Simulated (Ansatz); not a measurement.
**Bismuth, A7 rhombohedral: convergence with the k-point mesh**

Computed with Ansatz, r²SCAN, scalar-relativistic PAW, on the relaxed cell (a = 4.535 Å, c = 12.350 Å (c/a = 2.724); spin not included). Errors count from a run at 500 eV on a Γ-centred 14×14×14 mesh with Fermi-Dirac smearing of 0.1 eV, extrapolated to zero width. Fixed here: cutoff 500 eV, Fermi-Dirac width 0.1 eV. The SCF starts from atomic densities corrected by a trained network.

```tsv
k-mesh	E(σ→0) error (meV/atom)	P (GPa)	SCF iterations
2×2×2	733.2	5.30	6
2×2×2	733.2	5.30	6
3×3×3	-67.2	-0.31	6
4×4×4	-27.8	-0.18	6
7×7×7	-8.5	-0.06	7
9×9×9	-3.8	0.01	7
12×12×12	-0.7	0.04	7
```

Problem. What does the run at 5×5×5 give (k-mesh)?

Solution. E(σ→0) error (meV/atom): -15.8; P (GPa): -0.18; SCF iterations: 7.

Within 5 meV/atom of the last row: from 9×9×9 on.
